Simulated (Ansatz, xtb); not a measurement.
## Relative energy of two structures of CH5NO+

Structure X is a doublet given by its coordinates and structure Y is the doublet with the links of `[NH3+]C[O]`. Both are gas-phase species (loosely bound parts included), relaxed with r2SCAN-D4/def2-SVP.

X (Å):

```xyz
8

C    -0.0147   -0.9512    1.2785
N     0.1530    0.1482    1.9392
O    -1.3110   -2.0480    1.9390
H    -0.5166    0.9192    1.8968
H     0.9819    0.3086    2.5207
H     0.7656   -1.7058    1.1429
H    -1.5615   -2.7287    1.2848
H    -2.1330   -1.5848    2.1891
```

Close contacts (Å): C1–N2 1.29, C1–O3 1.82, C1–H6 1.09, N2–H4 1.02, N2–H5 1.03, O3–H7 0.98, O3–H8 0.98.

Y (Å):

```xyz
8

C    -0.7467   -1.6578    1.5746
N    -0.1803   -0.2339    1.9356
O    -1.8603   -1.9150    2.1939
H    -0.8689    0.4946    1.6942
H    -0.0122   -0.1643    2.9505
H     0.7018   -0.0130    1.4499
H    -0.8697   -1.6756    0.4668
H     0.0543   -2.3892    1.8316
```

Energies in hartree; the thermal terms are from r2SCAN-D4/def2-SVP harmonic frequencies (ideal gas, rigid rotor, one conformer each, 298.15 K, 1 atm) and include the zero-point energy:

```
                              X           Y
E, CCSD(T)/def2-SVP  −170.154711  −170.176970
    E, MP2/def2-SVP  −170.110416  −170.124743
  E, MP2/def2-TZVPP  −170.432499  −170.443079
  zero-point energy     0.065937     0.068550
       H(298 K) − E     0.071954     0.073550
       G(298 K) − E     0.039061     0.042616
```

**Question.** Correct the CCSD(T) difference for the basis set by the MP2 change, then work out ΔE, ΔE₀, ΔH and ΔG for X → Y in kJ/mol (1 Eh = 2625.50 kJ/mol) and the equilibrium ratio [Y]/[X].

**Answer.** 1. Differences Y − X: CCSD(T) −0.022259, MP2 in the small set −0.014327, MP2 in the large set −0.010580 Eh.
2. ΔE = −0.022259 + (−0.010580 − (−0.014327)) = −0.018512 Eh = −48.60 kJ/mol.
3. ΔE₀ = ΔE + ΔZPE = −0.018512 + (+0.002613) Eh = −41.74 kJ/mol.
4. ΔH = ΔE + (+0.001596) Eh = −44.41 kJ/mol.
5. ΔG = ΔE + (+0.003555) Eh = −39.27 kJ/mol, so ΔS = (ΔH − ΔG)/T = −17.3 J/(mol K).
6. kT = 0.9442 mEh, so K = [Y]/[X] = exp(−ΔG/kT) = exp(+15.84) ≈ 7.6 × 10^6.

Structure Y is favoured at this temperature. An error of 4 kJ/mol in ΔG would change K by a factor of 5. Mirror images and further conformers aren't counted.

Other levels gave ΔE = −50.4 (r2SCAN-D4/def2-SVP); −93.2 (HF/def2-SVP); −37.6 (MP2/def2-SVP); −58.4 (CCSD(T)/def2-SVP) kJ/mol. Open shells are spin-unrestricted. The correlated steps freeze 3 core orbitals. Programs: Ansatz 0.2.0.
